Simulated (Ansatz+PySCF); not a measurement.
# doublet N2H: levels of theory in one basis

| atom | x (Å) | y (Å) | z (Å) |
| --- | --- | --- | --- |
| N | 0.0030 | 0.0060 | 0.0000 |
| N | 1.1812 | 0.0060 | 0.0000 |
| H | 1.6390 | 0.9247 | 0.0000 |

Basis set: cc-pVTZ (spherical functions). Left uncorrelated: 2 orbitals. Correlation on ROHF uses semicanonical orbitals with singles. Charge 0, multiplicity 2.

Computed with Ansatz (development build ahead of 0.2.0) and PySCF 2.14.0; each method stands on the lowest determinant of its kind that the runs found.

```json
{"method": "ROHF", "E − E(ROHF) (eV)": "0.00", "<S²> of the determinant": "0.75"}
{"method": "UHF", "E − E(ROHF) (eV)": "-0.25", "<S²> of the determinant": "0.88"}
{"method": "ROHF-MP2", "E − E(ROHF) (eV)": "-10.27", "<S²> of the determinant": "–"}
{"method": "UHF-MP2", "E − E(ROHF) (eV)": "-9.94", "<S²> of the determinant": "0.88"}
{"method": "ROHF-CCSD(T)", "E − E(ROHF) (eV)": "-11.06", "<S²> of the determinant": "–"}
{"method": "UHF-CCSD(T)", "E − E(ROHF) (eV)": "-11.05", "<S²> of the determinant": "0.88"}
```

Question: What does UHF-CCSD give on the same scale?

Answer: -10.57 eV.

Caution for UHF, UHF-MP2, UHF-CCSD, UHF-CCSD(T): the unrestricted determinant is spin contaminated. Caution for ROHF-MP2, UHF-MP2: forces differ strongly between restricted and unrestricted references.
